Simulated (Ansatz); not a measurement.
Input for Ansatz (development build ahead of 0.2.0):

```yaml
crystal:
  periodic: [false, false, false]
  atoms:
    - { symbol: C, position_ang: [0.0054, 0.00036, -0.64211] }
    - { symbol: C, position_ang: [0.00779, 0.00609, 0.63522] }
basis:
  gaussian: { orbitals: cc-pVDZ }
total_charge: -1
magnetization:
  spin_polarized: true
  initial_magnetization: 1
hamiltonian:
  xc: hf
correlation:
  method: mp2
  frozen_orbitals: { C: 1 }
```

The input is written out in the form of the current development build from the run's settings.

The run gave:

```json
{
  "Converged": "yes",
  "Reference energy": "-75.55291 hartree",
  "Correlation energy": "-0.20394 hartree",
  "Total energy": "-75.75685 hartree",
  "Spin squared of the determinant": "0.786"
}
```

Caution: no diffuse functions for an anion.
